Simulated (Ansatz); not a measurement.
**Abstraction of Cl: MgHCl + C3H7 → MgH + C3H7Cl**

Species: MgHCl `[MgH][Cl]`, singlet; C3H7 (methylethyl) `C[CH]C`, doublet; MgH, doublet; C3H7Cl (2-chloropropane) `CC(C)Cl`, singlet. A radical takes Cl: the energy is the difference in strength between the Mg–Cl bond broken and the C–Cl bond made.

Shapes, held fixed at every level: PBE0-D4/def2-TZVP. Programs: Ansatz 0.2.0. The zero-point and thermal change to 298 K, harmonic and unscaled (PBE0-D4/def2-TZVP), is +7.3 kJ/mol.

```csv
level,kind,ΔH(298 K) (kJ/mol),less CCSD(T)/def2-TZVPP
PBE-D4/def2-TZVPP,GGA,+108.0,-8.3
B3LYP-D4/def2-TZVPP,global hybrid,+125.0,+8.7
wB97M-V/def2-TZVPP,range-separated hybrid,+127.3,+11.0
MP2/def2-TZVPP,perturbation theory,+105.2,-11.1
CCSD(T)/def2-SVP,coupled cluster or CI,+124.0,+7.7
CCSD/def2-TZVPP,coupled cluster or CI,+124.5,+8.2
CCSD(T)/def2-TZVPP,coupled cluster or CI,+116.3,0.0
```

The highest level, CCSD(T)/def2-TZVPP, gives ΔH(298 K) = +116.3 kJ/mol; the levels span +105.2 to +127.3. The column of differences is taken from that level and isn't an error. No measured value is set beside it here. Open shells run unrestricted unless RO is named. Correlated rows may include outer-core shells of Mg, which these sets cover unevenly.
